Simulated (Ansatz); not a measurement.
Ammonia (`N`): measurement beside calculation (Ansatz, PBE0-D4/def2-TZVP geometry).

Z-matrix (Å, degrees):
```
N
H 1 1.013
H 1 1.013 2 107.1
H 1 1.013 2 107.1 3 -114.5
```

Measured: 10.07 eV (ionisation energy: adiabatic, first). Source: The C(3P) + NH3 reaction in interstellar chemistry: I. Investigation of the product formation channels, 2016 (arxiv:1603.08257).

```csv
level,vertical IE (eV),minus measured (eV)
PBE-D4/def2-TZVPP,10.87,0.80
r2SCAN-D4/def2-TZVPP,10.69,0.62
PBE0-D4/def2-TZVPP,10.76,0.69
B3LYP-D4/def2-TZVPP,10.92,0.85
ωB97X-V/def2-TZVPP,10.87,0.80
ωB97M-V/def2-TZVPP,10.85,0.78
B2PLYP/def2-TZVPP,10.81,0.74
HF/def2-TZVPP,9.33,-0.74
MP2/def2-TZVPP,10.86,0.79
CCSD/def2-TZVPP,10.70,0.63
CCSD(T)/def2-TZVPP,10.78,0.71
HF/def2-QZVPP,9.35,-0.72
MP2/def2-QZVPP,10.98,0.91
CCSD/def2-QZVPP,10.79,0.72
CCSD(T)/def2-QZVPP,10.89,0.82
HF/CBS(def2),9.36,-0.71
MP2/CBS(def2),11.05,0.98
CCSD/CBS(def2),10.85,0.78
CCSD(T)/CBS(def2),10.95,0.88
"−ε(HOMO), LDA (SPW92)",6.06,-4.01
"−ε(HOMO), PBE",5.96,-4.11
"−ε(HOMO), revPBE",5.92,-4.15
"−ε(HOMO), BLYP",5.87,-4.20
"−ε(HOMO), r2SCAN",6.32,-3.75
"−ε(HOMO), B97M-V",6.46,-3.61
"−ε(HOMO), PBE0",7.58,-2.49
"−ε(HOMO), B3LYP",7.33,-2.74
"−ε(HOMO), r2SCANh",6.92,-3.15
"−ε(HOMO), r2SCAN0",7.83,-2.24
"−ε(HOMO), HSE06",7.17,-2.90
"−ε(HOMO), BHLYP",9.13,-0.94
"−ε(HOMO), CAM-B3LYP",9.11,-0.96
"−ε(HOMO), LC-ωPBE",10.58,0.51
"−ε(HOMO), ωB97X-V",10.17,0.10
"−ε(HOMO), ωB97M-V",10.07,0.00
```

Computed values are vertical and leave out zero-point energy and spin–orbit coupling, so an adiabatic measurement lies lower by the cation's relaxation.

Measured: 892 cm⁻¹ (nu2 out-of-plane bend fundamental (2^1 - 2^0), A state, NH3, microwave-optical double resonance); 2437.76258 ± 0.00018 cm⁻¹ (rovibrational line aR(2,0) of the 3nu2 band, 14NH3, ground electronic state, extrapolated to zero pressure (not band origin), mid-infrared frequency comb Fourier-transform spectroscopy); 2438.14454 ± 0.00106 cm⁻¹ (rovibrational line aR(2,1) of the 3nu2 band, 14NH3, ground electronic state, extrapolated to zero pressure (not band origin), mid-infrared frequency comb Fourier-transform spectroscopy); 2439.31026 ± 0.00421 cm⁻¹ (rovibrational line aR(2,2) of the 3nu2 band, 14NH3, ground electronic state, extrapolated to zero pressure (not band origin), mid-infrared frequency comb Fourier-transform spectroscopy); 2454.62688 ± 0.00068 cm⁻¹ (rovibrational line aR(3,1) of the 3nu2 band, 14NH3, ground electronic state, extrapolated to zero pressure (not band origin), mid-infrared frequency comb Fourier-transform spectroscopy); 2455.73934 ± 0.00231 cm⁻¹ (rovibrational line aR(3,2) of the 3nu2 band, 14NH3, ground electronic state, extrapolated to zero pressure (not band origin), mid-infrared frequency comb Fourier-transform spectroscopy); 2457.66341 ± 0.00317 cm⁻¹ (rovibrational line aR(3,3) of the 3nu2 band, 14NH3, ground electronic state, extrapolated to zero pressure (not band origin), mid-infrared frequency comb Fourier-transform spectroscopy); 930 cm⁻¹ (nu2 umbrella mode, lower Q branch of the inversion doublet, FTIR absorption); 967 cm⁻¹ (nu2 umbrella mode, upper Q branch of the inversion doublet, FTIR absorption); 6616.9820632 cm⁻¹ (14NH3 nu1+nu3 band, single rovibrational line (J,K)=(5,1)<-(5,2) a, hyperfine-free line centre (not band origin), comb-referenced saturation-dip laser absorption); 6542.6240214 cm⁻¹ (14NH3 nu1+nu3 band, single rovibrational line (J,K)=(4,4)<-(5,5) s, hyperfine-free line centre (not band origin), comb-referenced saturation-dip laser absorption); 3337 cm⁻¹ (nu1 symmetric N-H stretch, band centre, FTIR absorption spectroscopy). Source: Microwave detected, microwave-optical double resonance of NH3, NH2D, NHD2, and ND3. I. Sturcture and force field of the A state, 1994 (arxiv:chem-ph/9412002); Self-broadening and self-shift in the $\mathbf{3\nu_{2}}$ band of ammonia from mid-infrared-frequency-comb spectroscopy, 2022 (arxiv:2205.04088); Organic chemistry in a CO2 rich early Earth atmosphere, 2018 (arxiv:1805.07347); Quadrupole Splittings in the near-infrared spectrum of $^{14}$NH$_3$, 2016 (arxiv:1607.01646); Generation of Ammonia in a Pulsed Hollow Cathode Discharge Operated in an Ar/H2/N2 Gas Mixture Detected by Fourier Transform Infrared, 2024 (pmc:11615948).

Harmonic PBE0-D4 wavenumbers (cm⁻¹, unscaled): 1031, 1670, 1670, 3502, 3631, 3631. Fundamentals include anharmonicity and usually lie a few per cent under these; harmonic values from spectra compare directly.

Enthalpy of formation at 298 K: -11.0 kcal/mol (zero for an element's reference state; older measured values of the G2 set, as listed by Staroverov and co-workers, J. Chem. Phys. 119, 12129, 2003). With their computed zero-point and thermal terms and the atoms' enthalpies of Curtiss and co-workers (1997) it gives an electronic atomization energy of 298.0 kcal/mol.

| level | atomization (kcal/mol) | error | error per bond |
| --- | --- | --- | --- |
| LDA (SPW92) | 336.0 | 38.1 | 12.7 |
| PBE-D4 | 301.2 | 3.2 | 1.1 |
| revPBE-D4 | 294.6 | -3.4 | -1.1 |
| BLYP-D4 | 301.3 | 3.3 | 1.1 |
| r2SCAN-D4 | 293.6 | -4.4 | -1.5 |
| B97M-V | 296.4 | -1.6 | -0.5 |
| PBE0-D4 | 294.4 | -3.6 | -1.2 |
| B3LYP-D4 | 300.5 | 2.5 | 0.8 |
| r2SCANh-D4 | 291.7 | -6.3 | -2.1 |
| r2SCAN0-D4 | 288.9 | -9.1 | -3.0 |
| HSE06-D4 | 294.7 | -3.3 | -1.1 |
| BHLYP-D4 | 289.5 | -8.5 | -2.8 |
| CAM-B3LYP-D4 | 300.5 | 2.5 | 0.8 |
| ωB97X-V | 297.9 | -0.1 | 0.0 |
| ωB97M-V | 299.0 | 1.0 | 0.3 |
| B2PLYP | 295.8 | -2.2 | -0.7 |
| PBE-QIDH | 290.4 | -7.6 | -2.5 |
| PBE | 301.0 | 3.0 | 1.0 |
| revPBE | 293.3 | -4.7 | -1.6 |
| BLYP | 300.7 | 2.7 | 0.9 |
| r2SCAN | 293.5 | -4.5 | -1.5 |
| PBE0 | 294.2 | -3.8 | -1.3 |
| B3LYP | 300.1 | 2.1 | 0.7 |
| r2SCANh | 291.6 | -6.4 | -2.1 |
| r2SCAN0 | 288.9 | -9.1 | -3.0 |
| HSE06 | 294.5 | -3.5 | -1.2 |
| BHLYP | 289.3 | -8.7 | -2.9 |
| CAM-B3LYP | 300.3 | 2.3 | 0.8 |
| LC-ωPBE | 294.1 | -3.9 | -1.3 |
| HF/def2-TZVPP | 200.1 | -97.9 | -32.6 |
| MP2/def2-TZVPP | 287.9 | -10.1 | -3.4 |
| SCS-MP2/def2-TZVPP | 292.9 | -5.1 | -1.7 |
| CCSD/def2-TZVPP | 285.7 | -12.3 | -4.1 |
| CCSD(T)/def2-TZVPP | 289.0 | -9.0 | -3.0 |
| HF/def2-QZVPP | 200.8 | -97.2 | -32.4 |
| MP2/def2-QZVPP | 293.8 | -4.2 | -1.4 |
| SCS-MP2/def2-QZVPP | 299.8 | 1.8 | 0.6 |
| CCSD/def2-QZVPP | 290.7 | -7.3 | -2.4 |
| CCSD(T)/def2-QZVPP | 294.4 | -3.5 | -1.2 |
| HF/CBS(def2) | 201.0 | -97.0 | -32.3 |
| MP2/CBS(def2) | 297.7 | -0.3 | -0.1 |
| CCSD/CBS(def2) | 294.0 | -4.0 | -1.3 |
| CCSD(T)/CBS(def2) | 298.0 | 0.0 | 0.0 |

Functionals use def2-TZVPP; B3LYP here is the variant with VWN-RPA as its local correlation; programs differ in this. The calculations leave out spin–orbit coupling, scalar relativity and, for the correlated methods, core correlation; together these are worth up to about 1 kcal/mol a heavy atom. HSE06 is defined as in plane-wave codes. CBS extrapolates def2-TZVPP and def2-QZVPP. T1 = 0.006.
